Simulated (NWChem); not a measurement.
System: dichloromethane (CH$_{2}$Cl$_{2}$); SMILES ClCCl

NWChem input:

```
start job
memory heap 200 mb stack 900 mb global 1100 mb
geometry units angstroms noautoz
  Cl     1.495542     0.000000     0.211688
  C      0.000000     0.000000    -0.773065
  Cl    -1.495542     0.000000     0.211688
  H      0.000000     0.899105    -1.385215
  H      0.000000    -0.899105    -1.385215
end
basis spherical
  * library def2-svp
end
dft
  xc xpbe96 cpbe96
  iterations 150
  vectors input atomic output neutral.movecs
end
task dft energy
charge 1
dft
  odft
  mult 2
  vectors input atomic output cation.movecs
end
task dft energy
```

Output (shortened):

```
             Northwest Computational Chemistry Package (NWChem) 7.3.0
             --------------------------------------------------------

 C2V symmetry detected

                             Geometry "geometry" -> ""
                             -------------------------

 Output coordinates in angstroms (scale by  1.889725989 to convert to a.u.)

  No.       Tag          Charge          X              Y              Z
 ---- ---------------- ---------- -------------- -------------- --------------
    1 Cl                  17.0000     1.49554200     0.00000000     0.21672200
    2 C                    6.0000     0.00000000     0.00000000    -0.76803100
    3 Cl                  17.0000    -1.49554200     0.00000000     0.21672200
    4 H                    1.0000     0.00000000     0.89910500    -1.38018100
    5 H                    1.0000     0.00000000    -0.89910500    -1.38018100

 Effective nuclear repulsion energy (a.u.)     132.7613330028

      Symmetry information
      --------------------

 Group name             C2v
 Group number             16
 Group order               4
 No. of unique centers     3

  pbe96 is a nonlocal functional; adding pw91lda local functional.

                                 NWChem DFT Module
                                 -----------------

 Summary of "ao basis" -> "ao basis" (spherical)
 ------------------------------------------------------------------------------
       Tag                 Description            Shells   Functions and Types
 ---------------- ------------------------------  ------  ---------------------
 Cl                         def2-svp                 8       18   4s3p1d
 C                          def2-svp                 6       14   3s2p1d
 H                          def2-svp                 3        5   2s1p

      Symmetry analysis of basis
      --------------------------

        a1         24
        a2          7
        b1         17
        b2         12

            General Information
            -------------------
          SCF calculation type: DFT
          Wavefunction type:  closed shell.
          No. of atoms     :     5
          No. of electrons :    42
           Alpha electrons :    21
            Beta electrons :    21
          Charge           :     0
          Spin multiplicity:     1
          Use of symmetry is: on ; symmetry adaption is: on
          Maximum number of iterations: 150
          AO basis - number of functions:    60
                     number of shells:    28
          Convergence on energy requested:  1.00D-06
          Convergence on density requested:  1.00D-05
          Convergence on gradient requested:  5.00D-04

              XC Information
              --------------
          PerdewBurkeErnzerhof Exchange Functional  1.000
            Perdew 1991 LDA Correlation Functional  1.000 local
           PerdewBurkeErnz. Correlation Functional  1.000 non-local

             Grid Information
             ----------------
          Grid used for XC integration:  medium
          Radial quadrature: Mura-Knowles
          Angular quadrature: Lebedev.
          Tag              B.-S. Rad. Rad. Pts. Rad. Cut. Ang. Pts.
          ---              ---------- --------- --------- ---------
          Cl                  1.00       88           8.0       590
          C                   0.70       49           7.0       434
          H                   0.35       45           7.0       434
          Grid pruning is: on
          Number of quadrature shells:   182
          Spatial weights used:  Erf1

      Superposition of Atomic Density Guess
      -------------------------------------

 Sum of atomic energies:        -957.27040694

      Non-variational initial energy
      ------------------------------

 Total energy =    -958.100405
 1-e energy   =   -1585.753115
 2-e energy   =     494.891377
 HOMO         =      -0.348453
 LUMO         =       0.062986

      Symmetry analysis of molecular orbitals - initial
      -------------------------------------------------

  Numbering of irreducible representations:

     1 a1          2 a2          3 b1          4 b2

  Orbital symmetries:

     1 b1          2 a1          3 a1          4 a1          5 b1
     6 a1          7 b1          8 b2          9 a2         10 a1
    11 b1         12 a1         13 b1         14 a1         15 b2
    16 a1         17 b1         18 a2         19 a1         20 b1
    21 b2         22 a1         23 b1         24 a1         25 b2
    26 a1         27 b2         28 b1         29 a1         30 b1
    31 a1

   convergence    iter        energy       DeltaE   RMS-Dens  Diis-err
 ---------------- ----- ----------------- --------- --------- ---------
 d= 0,ls=0.0,diis     1   -958.8693829984 -1.09D+03  2.32D-02  7.09D-01
 d= 0,ls=0.0,diis     2   -958.6572516162  2.12D-01  1.69D-02  2.31D+00
 d= 0,ls=0.0,diis     3   -958.9441918691 -2.87D-01  2.21D-03  2.37D-02
 d= 0,ls=0.0,diis     4   -958.9470830516 -2.89D-03  5.82D-04  1.06D-03
 d= 0,ls=0.0,diis     5   -958.9472019665 -1.19D-04  7.56D-05  2.55D-05
  Resetting Diis
 d= 0,ls=0.0,diis     6   -958.9472052049 -3.24D-06  1.60D-05  1.28D-06
 d= 0,ls=0.0,diis     7   -958.9472053950 -1.90D-07  6.17D-06  4.25D-08

         Total DFT energy =     -958.947205395003
      One electron energy =    -1587.108148333019
           Coulomb energy =      557.609152263887
    Exchange-Corr. energy =      -62.209542328699
 Nuclear repulsion energy =      132.761333002827

 Numeric. integr. density =       42.000001685048

                  Occupations of the irreducible representations
                  ----------------------------------------------

                     irrep           alpha         beta
                     --------     --------     --------
                     a1                9.0          9.0
                     a2                2.0          2.0
                     b1                7.0          7.0
                     b2                3.0          3.0

                       DFT Final Molecular Orbital Analysis
                       ------------------------------------

 Vector   19  Occ=2.000000D+00  E=-2.766009D-01  Symmetry=a2
              MO Center= -1.2D-14, -2.0D-16,  2.0D-01, r^2= 3.3D+00
   Bfn.  Coefficient  Atom+Function         Bfn.  Coefficient  Atom+Function
  ----- ------------  ---------------      ----- ------------  ---------------
    12      0.468972  1 Cl py                44     -0.468972  3 Cl py
     9      0.345265  1 Cl py                41     -0.345265  3 Cl py
     6      0.201223  1 Cl py                38     -0.201223  3 Cl py

 Vector   20  Occ=2.000000D+00  E=-2.635096D-01  Symmetry=b1
              MO Center=  1.3D-15, -1.2D-16,  1.8D-01, r^2= 3.4D+00
   Bfn.  Coefficient  Atom+Function         Bfn.  Coefficient  Atom+Function
  ----- ------------  ---------------      ----- ------------  ---------------
    11      0.359470  1 Cl px                43      0.359470  3 Cl px
    13     -0.308707  1 Cl pz                45      0.308707  3 Cl pz
     8      0.264838  1 Cl px                40      0.264838  3 Cl px
    10     -0.240446  1 Cl pz                42      0.240446  3 Cl pz
     5      0.152301  1 Cl px                37      0.152301  3 Cl px

 Vector   21  Occ=2.000000D+00  E=-2.564019D-01  Symmetry=b2
              MO Center=  1.3D-14, -7.5D-16,  8.5D-04, r^2= 3.3D+00
   Bfn.  Coefficient  Atom+Function         Bfn.  Coefficient  Atom+Function
  ----- ------------  ---------------      ----- ------------  ---------------
    12      0.442982  1 Cl py                44      0.442982  3 Cl py
     9      0.322825  1 Cl py                41      0.322825  3 Cl py
     6      0.187384  1 Cl py                38      0.187384  3 Cl py
    51     -0.187873  4 H  s                 56      0.187873  5 H  s
    23     -0.186020  2 C  py                52     -0.097626  4 H  s

 Vector   22  Occ=0.000000D+00  E=-2.811201D-02  Symmetry=a1
              MO Center= -3.3D-14,  5.3D-15, -2.0D-01, r^2= 3.0D+00
   Bfn.  Coefficient  Atom+Function         Bfn.  Coefficient  Atom+Function
  ----- ------------  ---------------      ----- ------------  ---------------
    21      1.215067  2 C  s                 11      0.604437  1 Cl px
    43     -0.604437  3 Cl px                20      0.479638  2 C  s
    27      0.466598  2 C  pz                 4     -0.451069  1 Cl s
    36     -0.451069  3 Cl s                 24      0.387870  2 C  pz
    52     -0.354151  4 H  s                 57     -0.354151  5 H  s

 Vector   23  Occ=0.000000D+00  E= 5.650149D-03  Symmetry=b1
              MO Center=  1.2D-14, -2.7D-16, -3.9D-01, r^2= 2.7D+00
   Bfn.  Coefficient  Atom+Function         Bfn.  Coefficient  Atom+Function
  ----- ------------  ---------------      ----- ------------  ---------------
    25      0.899744  2 C  px                22      0.588659  2 C  px
    13      0.456552  1 Cl pz                45     -0.456552  3 Cl pz
     4     -0.429824  1 Cl s                 36      0.429824  3 Cl s
    11      0.414776  1 Cl px                43      0.414776  3 Cl px
     3     -0.179075  1 Cl s                 35      0.179075  3 Cl s

 Vector   24  Occ=0.000000D+00  E= 4.812923D-02  Symmetry=a1
              MO Center= -1.2D-15,  6.9D-14, -1.4D+00, r^2= 3.7D+00
   Bfn.  Coefficient  Atom+Function         Bfn.  Coefficient  Atom+Function
  ----- ------------  ---------------      ----- ------------  ---------------
    21      1.795057  2 C  s                 52     -1.437798  4 H  s
    57     -1.437798  5 H  s                 27     -0.871662  2 C  pz
    24     -0.337115  2 C  pz                20      0.180646  2 C  s
     3      0.155860  1 Cl s                 35      0.155860  3 Cl s
    11     -0.133257  1 Cl px                43      0.133257  3 Cl px

     Multipole analysis of the density
     ---------------------------------

     L   x y z        total         alpha         beta         nuclear
     -   - - -        -----         -----         ----         -------
     0   0 0 0     -0.000000    -21.000000    -21.000000     42.000000

     1   1 0 0      0.000000      0.000000      0.000000      0.000000
     1   0 1 0     -0.000000     -0.000000     -0.000000      0.000000
     1   0 0 1     -0.631463     -0.315732     -0.315732     -0.000000

     2   2 0 0    -24.543220   -148.054117   -148.054117    271.565013
     2   1 1 0     -0.000000     -0.000000     -0.000000      0.000000
     2   1 0 1     -0.000000     -0.000000     -0.000000      0.000000
     2   0 2 0    -22.797392    -14.285508    -14.285508      5.773624
     2   0 1 1     -0.000000     -0.000000     -0.000000      0.000000
     2   0 0 2    -21.709043    -26.827813    -26.827813     31.946582

                                 NWChem DFT Module
                                 -----------------

      Symmetry analysis of basis
      --------------------------

        a1         24
        a2          7
        b1         17
        b2         12

            General Information
            -------------------
          SCF calculation type: DFT
          Wavefunction type:  spin polarized.
          No. of atoms     :     5
          No. of electrons :    41
           Alpha electrons :    21
            Beta electrons :    20
          Charge           :     1
          Spin multiplicity:     2
          Use of symmetry is: on ; symmetry adaption is: on
          Maximum number of iterations: 150
          AO basis - number of functions:    60
                     number of shells:    28
          Convergence on energy requested:  1.00D-06
          Convergence on density requested:  1.00D-05
          Convergence on gradient requested:  5.00D-04

              XC Information
              --------------
          PerdewBurkeErnzerhof Exchange Functional  1.000
            Perdew 1991 LDA Correlation Functional  1.000 local
           PerdewBurkeErnz. Correlation Functional  1.000 non-local

             Grid Information
             ----------------
          Grid used for XC integration:  medium
          Radial quadrature: Mura-Knowles
          Angular quadrature: Lebedev.
          Tag              B.-S. Rad. Rad. Pts. Rad. Cut. Ang. Pts.
          ---              ---------- --------- --------- ---------
          Cl                  1.00       88           8.0       590
          C                   0.70       49           7.0       434
          H                   0.35       45           7.0       434
          Grid pruning is: on
          Number of quadrature shells:   182
          Spatial weights used:  Erf1

      Superposition of Atomic Density Guess
      -------------------------------------

 Sum of atomic energies:        -957.27040694

 Renormalizing density from      42.00 to     41

      Non-variational initial energy
      ------------------------------

 Total energy =    -943.630083
 1-e energy   =   -1547.997088
 2-e energy   =     471.605672
 HOMO         =      -0.675728
 LUMO         =      -0.283326

   Symmetry analysis of molecular orbitals - initial alpha
   -------------------------------------------------------

  Numbering of irreducible representations:

     1 a1          2 a2          3 b1          4 b2

  Orbital symmetries:

     1 b1          2 a1          3 a1          4 a1          5 b1
     6 a1          7 b1          8 a1          9 b1         10 b2
    11 a2         12 a1         13 b1         14 a1         15 b1
    16 b2         17 a1         18 a2         19 a1         20 b1
    21 b2         22 a1         23 b1         24 a1         25 b2
    26 a1         27 b1         28 b2         29 a1         30 b1
    31 a1

   Symmetry analysis of molecular orbitals - initial beta
   ------------------------------------------------------

  Numbering of irreducible representations:

     1 a1          2 a2          3 b1          4 b2

  Orbital symmetries:

     1 b1          2 a1          3 a1          4 a1          5 b1
     6 a1          7 b1          8 a1          9 b1         10 b2
    11 a2         12 a1         13 b1         14 a1         15 b1
    16 b2         17 a1         18 a2         19 a1         20 b1
    21 b2         22 a1         23 b1         24 a1         25 b2
    26 a1         27 b1         28 b2         29 a1         30 b1
    31 a1

   convergence    iter        energy       DeltaE   RMS-Dens  Diis-err
 ---------------- ----- ----------------- --------- --------- ---------
 d= 0,ls=0.0,diis     1   -958.3670980374 -1.09D+03  1.88D-02  4.71D-01
                                                     2.54D-02  5.23D-01
 d= 0,ls=0.0,diis     2   -957.8243881000  5.43D-01  1.51D-02  1.41D+00
                                                     2.35D-02  1.31D+00
 d= 0,ls=0.0,diis     3   -958.5358716794 -7.11D-01  2.87D-03  4.70D-02
                                                     2.79D-03  4.55D-02
 d= 0,ls=0.0,diis     4   -958.5574819275 -2.16D-02  9.62D-04  5.66D-03
                                                     9.75D-04  5.00D-03
 d= 0,ls=0.5,diis     5   -958.5602054889 -2.72D-03  1.02D-04  1.89D-04
                                                     9.31D-05  1.71D-04
  Resetting Diis
 d= 0,ls=0.5,diis     6   -958.5602893614 -8.39D-05  4.94D-05  2.89D-05
                                                     4.61D-05  2.70D-05
 d= 0,ls=0.5,diis     7   -958.5603045457 -1.52D-05  3.97D-05  4.90D-06
                                                     3.89D-05  4.94D-06
 d= 0,ls=0.5,diis     8   -958.5603075804 -3.03D-06  1.23D-05  1.84D-06
                                                     1.48D-05  2.10D-06
 d= 0,ls=0.5,diis     9   -958.5603084951 -9.15D-07  5.53D-06  3.80D-07
                                                     6.82D-06  4.34D-07

[...]
```

Level: PBE/def2-SVP, vertical spin-unrestricted ions. All runs use the structure optimised with B3LYP/6-31G* (spherical d).
